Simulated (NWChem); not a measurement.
Species: BF3; SMILES FB(F)F

Program: NWChem. Pople sets run with spherical d functions. Each level has its own optimisation. Entropies are gas-phase, rigid-rotor, harmonic values for NWChem's default masses at 298.15 K and 1 bar, so the errors hold that model's part too (torsions, anharmonicity).

Measured entropy at 1 bar: 60.8 cal/(mol K) (CRC Handbook, as tabulated in the package chemicals).

```tsv
level	entropy at 1 bar (cal/(mol K))	computed − measured
Hartree-Fock/STO-3G	60.5	-0.3
Hartree-Fock/3-21G	60.8	0.0
Hartree-Fock/6-31G*	60.5	-0.3
B3LYP/6-31G*	60.8	0.0
LDA (Slater exchange, VWN5)/def2-SVP	60.9	+0.1
PBE/def2-SVP	61.0	+0.2
BLYP/def2-SVP	61.0	+0.2
PBE0/def2-SVP	60.8	0.0
```
